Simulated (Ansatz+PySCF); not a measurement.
The numbers below are computed, except where a source is named.
This PySCF input gave a total energy of -229.93933 hartree.

```python
from pyscf import gto, scf, mp

mol = gto.M(atom="""
C 0.000000 0.676320 -1.333380
C 0.000000 -0.676320 -1.333380
C 0.000000 1.579520 -0.144590
C 0.000000 -1.579520 -0.144590
C 0.000000 0.758840 1.138990
C 0.000000 -0.758840 1.138990
H 0.000000 2.758790 -0.140690
H 0.000000 -2.758790 -0.140690
H 0.000000 1.328080 2.174570
H 0.000000 -1.328080 2.174570
""", basis='def2-svp', charge=0, spin=0)
mf = scf.UHF(mol)
mf.kernel()
pt = mp.MP2(mf, frozen=6).run()
print(mf.e_tot, pt.e_corr, pt.e_tot)
```

Q: Write an input for Ansatz with the same method and basis set.

A:

```yaml
crystal:
  periodic: [false, false, false]
  atoms:
    - { symbol: C, position_ang: [0.0, 0.67632, -1.33338] }
    - { symbol: C, position_ang: [0.0, -0.67632, -1.33338] }
    - { symbol: C, position_ang: [0.0, 1.57952, -0.14459] }
    - { symbol: C, position_ang: [0.0, -1.57952, -0.14459] }
    - { symbol: C, position_ang: [0.0, 0.75884, 1.13899] }
    - { symbol: C, position_ang: [0.0, -0.75884, 1.13899] }
    - { symbol: H, position_ang: [0.0, 2.75879, -0.14069] }
    - { symbol: H, position_ang: [0.0, -2.75879, -0.14069] }
    - { symbol: H, position_ang: [0.0, 1.32808, 2.17457] }
    - { symbol: H, position_ang: [0.0, -1.32808, 2.17457] }
basis:
  gaussian: { orbitals: def2-SVP }
magnetization:
  spin_polarized: true
hamiltonian:
  xc: hf
correlation:
  method: mp2
  frozen_orbitals: { C: 1, H: 0 }
scf:
  omitted_lower_state_checks: [stability, starts, atomic_configurations, cluster_reference, orbital_swaps, given_window_search, neighbouring_geometries, increment]
```

Ansatz (development build ahead of 0.2.0) gave -229.93931 hartree, 0.33 meV from the first. The reference isn't the lowest determinant (another lies 2.24 eV lower), but the same method gives a higher total on the lower determinant.
